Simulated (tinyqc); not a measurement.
Worked calculation: RHF in the sto-3g basis, for HF, spin multiplicity 1. One step of it, computed by the program tinyqc.

Question. Iteration 4: DIIS coefficients. Solve [B -1; -1 0][c; lambda] = [0; -1] for the coefficients, which sum to one.

B (overlaps of the stored error matrices):
```
               1              2              3              4
1  1.0622811e+00  2.0701607e-01  9.0142946e-03  1.8021082e-03
2  2.0701607e-01  6.1742578e-02  3.8929579e-03  6.7895046e-04
3  9.0142946e-03  3.8929579e-03  1.1075341e-03  1.1760638e-04
4  1.8021082e-03  6.7895046e-04  1.1760638e-04  1.4007970e-05
```

Give: DIIS coefficients.

Answer.

DIIS coefficients: 0.0004  -0.0075  -0.0937  1.1008
